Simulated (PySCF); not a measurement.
LiO: input and log

State: ²Π (doublet), unpaired electrons π ↑.

An equivalent input (the run itself took its basis sets from the Basis Set Exchange, started from a PBE0 density and held the occupation σ 4α 4β, πx 1α 1β, πy 1α 0β):

```python
from pyscf import gto, dft
mol = gto.M(atom='Li 0 0 0; O 0 0 1.708', basis={'Li': 'aug-cc-pVDZ', 'O': 'aug-cc-pVDZ'},
            charge=0, spin=1, verbose=4, symmetry='C2v')
mf = dft.UKS(mol, xc='TPSS')
mf.grids.atom_grid = (80, 434)
mf.grids.prune = dft.gen_grid.treutler_prune
mf.irrep_nelec = {'A1': (4, 4), 'B1': (1, 1), 'B2': (1, 0)}
mf.conv_tol = 1e-9
mf.max_cycle = 60
mf.diis_space = 10
mf.kernel()
```

The log (some set-up lines and the per-cycle HOMO/LUMO lines removed):

```
******** <class 'pyscf.dft.uks_symm.SymAdaptedUKS'> ********
method = SymAdaptedUKS
damping factor = 0
level_shift factor = 0
DIIS = <class 'pyscf.scf.diis.CDIIS'>
diis_start_cycle = 1
diis_space = 10
diis_damp = 0
SCF conv_tol = 1e-09
SCF conv_tol_grad = None
SCF max_cycles = 60
number electrons alpha = 6  beta = 5
Set gradient conv threshold to 3.16228e-05
init E= -82.705061054973
cycle= 1 E= -82.705252181887  delta_E= -0.000191  |g|= 0.0193  |ddm|= 0.12
cycle= 2 E= -82.7045417935131  delta_E= 0.00071  |g|= 0.0443  |ddm|= 0.104
cycle= 3 E= -82.7054461160942  delta_E= -0.000904  |g|= 0.00175  |ddm|= 0.0672
cycle= 4 E= -82.7054477428242  delta_E= -1.63e-06  |g|= 5.14e-05  |ddm|= 0.00338
cycle= 5 E= -82.7054477451958  delta_E= -2.37e-09  |g|= 1.8e-05  |ddm|= 0.000185
cycle= 6 E= -82.7054477456015  delta_E= -4.06e-10  |g|= 2.17e-06  |ddm|= 0.000101
Extra cycle  E= -82.7054477455992  delta_E= 2.34e-12  |g|= 3.58e-06  |ddm|= 1.12e-05
converged SCF energy = -82.7054477455992  <S^2> = 0.75345667  2S+1 = 2.0034537
```

Repeating this along the bond gives Re = 1.719 Å and ωe = 782 cm⁻¹.

A point of this curve took 0.55 CPU seconds beside 0.033 for the integrals, on Arm Neoverse V2 (shared host).

The state is the lowest determinant that a PBE0 search found; another state may lie lower at other levels.
